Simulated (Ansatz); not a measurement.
# What a trial cell of Sn2C3 relaxes into

These are results of DFT PBE, scalar-relativistic, plane waves, PAW in Ansatz 0.2.0, not measurements. Cutoff 420 eV, Γ-centred k mesh, Gaussian smearing, no spin polarisation in the final step.

A relaxed cell is given with its space group left out.

```yaml
crystal:
  lattice:
    - [1.44638, 0.83507, 11.12671]
    - [-1.44638, 0.83507, 11.12671]
    - [0.00000, -1.67014, 11.12671]
  atoms:
    - { symbol: Sn, position: [0.38164, 0.38164, 0.38164] }
    - { symbol: Sn, position: [0.61836, 0.61836, 0.61836] }
    - { symbol: C, position: [0.00000, 0.00000, 0.00000] }
    - { symbol: C, position: [0.16666, 0.16666, 0.16666] }
    - { symbol: C, position: [0.83334, 0.83334, 0.83334] }
```

Formation energies are uncorrected and refer to the elements' standard structures at the same level.

Task: What space group does it have?

Result: R-3m (No. 166). Conventional cell: a = 2.893 Å, c = 33.380 Å. Sn is coordinated by 3 C at 2.32 Å and 6 Sn at 2.89 Å; around C on Wyckoff site a (1 atom of the primitive cell) lie 6 Sn at 2.32 Å and 6 C at 2.89 Å; around C on Wyckoff site c (2 atoms of the primitive cell) lie 3 C at 1.67 Å.

Task: What is its formation energy per atom?

Result: 1.50 eV/atom.

Task: Is it a metal?

Result: Yes, bands cross the Fermi level on the 12×12×12 mesh.

The final run used a 12×12×12 mesh on its 5-atom cell and 0.10 eV smearing. For metals, differences of a few meV/atom aren't resolved. Weakly bound directions are ill-defined at this level, which has no dispersion term. The cell came from a trial start, so Sn2C3 may not exist in this structure.

Cost: 3 runs of about 5 core-minutes in all, on Intel Xeon Processor @ 2.70GHz (shared hosts).